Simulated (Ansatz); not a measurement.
Relaxation of AlClH$_{3}$N (6 atoms, charge 0, multiplicity 1), to a largest force component of 0.02 eV/Å in at most 40 steps.

Level of theory: Ansatz, RKS BLYP-D4/def2-SVP.

```xyz
6
Properties=species:S:1:pos:R:3:forces:R:3
Al 0.000 0.000 0.000 -1.15 0.02 1.86
N 0.000 0.000 1.920 -0.16 -0.06 -1.91
H -0.877 -0.271 2.450 1.48 0.58 -0.25
H 0.877 0.271 2.450 -1.47 -0.54 -0.31
H 1.351 0.000 -0.780 0.19 0.06 -0.14
Cl -1.931 0.000 -1.115 1.11 -0.06 0.74
```

**Question.** Where does it end, and by what steps?

**Answer.** The run converged. After 5 steps the energy has fallen by 0.419 eV; H4 moved furthest, 0.23 Å.

```
step  energy less start (eV)  largest force component (eV/Å)  accepted
   0                  0.0000                           1.907       yes
   1                 -0.3326                           1.197       yes
   2                 -0.3991                           0.839       yes
   3                 -0.4177                           0.128       yes
   4                 -0.4186                           0.044       yes
   5                 -0.4187                           0.008       yes
```

```xyz
6
Properties=species:S:1:pos:R:3
Al 0.001 0.012 0.038
N -0.023 -0.001 1.815
H -0.862 -0.064 2.398
H 0.812 0.052 2.405
H 1.359 0.112 -0.760
Cl -1.867 -0.111 -0.971
```

Whether the end is a true minimum wasn't checked by a vibrational analysis.

Time of the run: 9.7 s on 1 thread of Arm Neoverse V2, with other jobs on the host, peak memory 0.13 GiB.
